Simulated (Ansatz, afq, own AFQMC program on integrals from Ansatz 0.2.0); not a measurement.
# Where AFQMC and coupled cluster stand for ZrSiH₃, quartet

```xyz
5

Zr    0.0002    0.0000    0.7001
Si    0.0039    0.0000   -1.9960
H    -1.4200    0.0000   -2.4751
H     0.6454    1.1943   -2.6364
H     0.6454   -1.1943   -2.6364
```

Connectivity, by distances: Zr–SiH3.

Basis def2-SVP with its core potentials. Only valence electrons are correlated. Ansatz 0.2.0 and our own AFQMC program on the same integrals; the CISD trial comes from CCSD amplitudes, and released means the phaseless constraint is let go. Error bars are statistical, one sigma. No spin–orbit coupling. The metal's outer-core s and p shells are frozen, which shifts wave-function levels against functionals.

Determinant: UHF, the one that the program's search chose, which needn't be the lowest solution. The geometry is a PBE0/def2-TZVP stationary point of this or a neighbouring charge and spin state.

No full CI on the walks' own integrals is used here; CCSDT(Q) serves as the reference and is uncertain by about the last step of the cluster series.

Cautions: no spin-orbit coupling; outer-core shells of the metal frozen; higher spins were not checked.

The T1 diagnostic is 0.0283. The weight of the determinant in the CISD state is 0.874. The ⟨S²⟩ of the determinant is 3.761 and the size of the correlated space is 11 electrons in 55 orbitals.

Reference: CCSDT(Q), correlation energy -4.951 eV. The released energy is read at 1.50 1/Eh (meV from the phaseless value at times in 1/Eh: -4 ± 3 at 0.24, -6 ± 3 at 0.50, -7 ± 3 at 1.00, -8 ± 3 at 1.50).

```csv
level,E − E(reference) (kJ/mol),share of correlation (%)
HF,477.7,0.00
MP2,108.1,77.37
CCSD,17.3,96.38
CCSD(T),4.1,99.14
CCSDT,0.7,99.86
ph-AFQMC/CISD,1.5 ± 0.3,99.68
released AFQMC,0.8 ± 0.3,99.83
```

A walk keeps the symmetry of its determinant, which the program's search chose and which needn't be the lowest solution, so a lower state of the same spin and another symmetry isn't excluded. Released energies are given only where the last usable release times agree within the noise; a slower fall can still hide under it.
